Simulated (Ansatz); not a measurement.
in.yaml

```yaml
crystal:
  periodic: [false, false, false]
  atoms:
    - {symbol: P, position_ang: [0.062948, -0.171937, 1.502094]}
    - {symbol: C, position_ang: [-0.101926, 0.595793, 0.038479]}
    - {symbol: P, position_ang: [-0.025305, -0.087751, -1.595006]}
    - {symbol: H, position_ang: [0.057803, 0.880653, 2.396627]}
basis:
  gaussian: {orbitals: cc-pVDZ}
magnetization: {spin_polarized: true, initial_magnetization: 3}
hamiltonian: {xc: {name: PBE0}}
output: {forces: true, orbitals: {seedname: orbitals}}
```

```sh
$ ansatz run in.yaml --threads 1 --pin off --events-out ev --progress --plain --max-ram 2393MiB
```

The program prints:

```
563 factors; integrals over basis functions are off by at most 1.1e-3 eV
mean field evaluation 1: about -19613.5100 eV, gradient 2.7e1 eV
mean field evaluation 2: about -19602.4717 eV, gradient 4.7e1 eV
mean field evaluation 4: about -19617.4853 eV, gradient 4.6e0 eV
mean field evaluation 8: about -19617.7788 eV, gradient 3.7e-1 eV
mean field evaluation 16: about -19617.7812 eV, gradient 1.8e-3 eV
mean field -19617.78116265 eV, -720.9401603177 hartree, gradient 5.6e-5 eV, S^2 3.789236; 2 other end points of the search recorded, 0 dependent functions left out
the calculation of the forces begins
reference -19617.78118455 eV, -720.9401611224 hartree; 20, 17 occupied and 35, 38 virtual orbitals, 563 factors
Total energy: -19617.78118455 eV, -720.9401611224 hartree
Atom 0 at     0.062948    -0.171937     1.502094 Å, force     0.110416    -1.448588    -0.376880 eV/Å
Atom 1 at    -0.101926     0.595793     0.038479 Å, force     0.034902     0.399658    -0.374723 eV/Å
Atom 2 at    -0.025305    -0.087751    -1.595006 Å, force    -0.061460    -0.056093    -0.076222 eV/Å
Atom 3 at     0.057803     0.880653     2.396627 Å, force    -0.083859     1.105023     0.827825 eV/Å
Dipole moment:     0.019175     0.032123     0.198174 e Å
```

Forces (eV/Å):
```
P    0.110 -1.449 -0.377
C    0.035  0.400 -0.375
P   -0.061 -0.056 -0.076
H   -0.084  1.105  0.828
```

Ran on 1 thread of Arm Neoverse N1, shared host: 5.5 s wall, 0.12 GiB peak host memory.
